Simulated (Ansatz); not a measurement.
## Cu, pressure series

The parent structure is Cu in the fcc (Cu type) structure (space group Fm-3m, No. 225; a = 3.6297 Å).

Cell and atoms are relaxed at each pressure.

All numbers come from Ansatz (a program for electronic structure), PBE, PAW, cutoff 420 eV, scalar-relativistic without spin-orbit coupling.

```
P (GPa)  V (Å³/atom)
-------  -----------
-2.00         12.132
-1.00         12.042
0.91          11.879
2.12          11.783
4.52          11.605
9.00          11.311
15.00         10.974
22.50         10.621
30.00         10.322
```

A third-order Birch–Murnaghan fit to these points gives V₀ = 11.95 Å³/atom, B₀ = 142 GPa and B₀′ = 5.0. At pressure 30 GPa the volume is 86.3 % of V₀.

Measured bulk modulus of Cu: 144.3 GPa (static lattice; corrected from measurement; as listed in Daniel Mejia-Rodriguez, S. B. Trickey, Phys. Rev. B (2018)); the computed value is 2 % below it.

Load acts through the strain it causes; cell and atoms are relaxed under it. Stability against distortions was not tested. Competing high-pressure phases were not computed. The final runs are not spin-polarised.
